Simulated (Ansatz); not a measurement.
```
atom    x (Å)    y (Å)    z (Å)
   C   0.0000   0.8670   0.0000
   C   0.7508  -0.4335   0.0000
   C  -0.7508  -0.4335   0.0000
   H   0.0000   1.4558   0.9105
   H   0.0000   1.4558  -0.9105
   H   1.2607  -0.7279  -0.9105
   H   1.2607  -0.7279   0.9105
   H  -1.2607  -0.7279   0.9105
   H  -1.2607  -0.7279  -0.9105
```

Basis set: cc-pVDZ (spherical functions). Frozen core: 3 orbitals. Charge 0, multiplicity 1.

Computed with Ansatz (development build ahead of 0.2.0); the reference of a correlated method needn't be the lowest determinant of its kind. Restricted open shells among the atoms or ions are ROHF, correlated in semicanonical orbitals with singles.

The atomization energy at this shape (free ground-state atoms in the same class of orbitals less the molecule, no zero-point energy) of singlet C₃H₆:

| method | atomization energy |
| --- | --- |
| RHF-MP2 | 803.92 kcal/mol |

Problem. What does RHF-CCSD(T) give?

Solution. 794.79 kcal/mol.
